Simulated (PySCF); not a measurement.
All values below come from ωB97X-D3(BJ)/def2-TZVP // B3LYP-D3(BJ)/def2-TZVP (PySCF). Isolated molecules, 0 K electronic values unless said otherwise. Excitations are Tamm–Dancoff values on a coarser integration grid. The basis has no diffuse functions, so Rydberg states are missing or too high.

Reference species (SMILES): `C#C` (neutral, multiplicity 1).

```yaml
HOMO: -10.96 eV
S1 excitation (TDA): 6.78 eV
S1 oscillator strength: 0.000
```

Changed species: `C#CC(F)F` (X = difluoromethyl; the reference has X = H).

Task: What does the change do to the HOMO, S1 excitation (TDA) and S1 oscillator strength?

Result: the HOMO drops by 0.46 eV, to -11.42 eV; the S1 excitation (TDA) falls by 0.28 eV, to 6.50 eV; the S1 oscillator strength is nearly the same.
